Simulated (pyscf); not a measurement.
H₂O (SMILES O) + HO–SiH•–F (SMILES O[SiH]F) -> HO–SiH•–OH (SMILES O[SiH]O) + HF (SMILES F), a four-centre exchange (doublet surface; H–O, F–Si broken, O–Si, F–H formed). Single points on ωB97X-D3(BJ)/def2-SVP structures (PySCF, gas phase). Energies in kJ/mol from the separated reactants.

Small-basis levels: PySCF, no dispersion term, spherical d functions. AM1 to PM7: differences of heats of formation from MOPAC, which are fitted to 298 K values and so differ in kind from electronic energies by zero-point and thermal terms. Open shells are spin-unrestricted. 

```
level                      barrier  reaction energy
----------------------  ----------  ---------------
HF/STO-3G               (withheld)            +39.7
HF/3-21G                      40.6            +53.3
MP2/6-31G*                    85.1            +64.7
BP86/6-31G*                   52.4            +66.3
B3LYP/STO-3G                 -59.5            +59.7
B3LYP/LANL2DZ                 35.7            +32.0
B3LYP/6-31G*                  73.4            +69.6
B3LYP/6-311+G**               94.1            +38.5
PBE/def2-SVP                  33.5            +46.6
AM1                          226.5            +73.1
PM3                          202.0            +17.1
PM6                     (withheld)            +62.9
ωB97M-D3(BJ)/def2-TZVP  (withheld)            +43.0
```

Question: Fill in the missing entries.

Answer: 
- HF/STO-3G, barrier: 86.0
- PM6, barrier: 103.5
- ωB97M-D3(BJ)/def2-TZVP, barrier: 87.8

Against the last row the barrier runs from -147.2 (B3LYP/STO-3G) to +138.7 kJ/mol (AM1). At HF/3-21G, BP86/6-31G*, B3LYP/STO-3G, PBE/def2-SVP this geometry lies under one side, so the entry may be no barrier of that level: it is a single point on another level's saddle. ωB97M-D3(BJ)/def2-TZVP has limits of its own. On the reactant side the descent ends in a complex (not fully relaxed), 32.4 kJ/mol under the separated species and 122.2 kJ/mol under the saddle at ωB97X-D3(BJ)/def2-TZVP. On the product side the descent ends in a complex, 26.5 kJ/mol under the separated species and 75.3 kJ/mol under the saddle at ωB97X-D3(BJ)/def2-TZVP. One saddle was located; it need not be the lowest between these sides.
